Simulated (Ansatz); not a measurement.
CH₄B₂, SMILES `B1BC1`. Charge 0, multiplicity 1. All single points use the PBE0-D4/def2-TZVP geometry.

```xyz
7

B    -0.404   -0.754   -0.627
B     0.911   -0.254    0.008
C    -0.512    0.440    0.210
H    -1.144   -1.418   -1.261
H     2.010   -0.031    0.398
H    -1.274    1.135    0.551
H     0.413    0.882    0.722
```

Question: What is the dipole moment at r2SCAN/def2-TZVPP? (Estimate.)

Answer: The calculation gave: 2.12 D, with components (-0.03, 1.72, 1.23) D in this frame, pointing from negative to positive charge.

Question: And with PBE, B3LYP, ωB97M-V? (An estimate is asked.)

Answer: The calculation gave: PBE 2.13 D, B3LYP 2.07 D, ωB97M-V 2.10 D.

Question: Give the Mulliken charges with r2SCAN, ωB97M-V, B3LYP in def2-TZVPP. (Best estimate.)

Answer: Computed: 
```
atom  r2SCAN  ωB97M-V  B3LYP
  B1   -0.16    -0.28  -0.19
  B2   -0.05    -0.15  -0.09
  C3   -0.13    -0.19  -0.16
  H4    0.04     0.13   0.06
  H5    0.04     0.14   0.07
  H6    0.11     0.16   0.15
  H7    0.15     0.19   0.15
```

B3LYP here is the variant with VWN-RPA as its local correlation; programs differ in this.
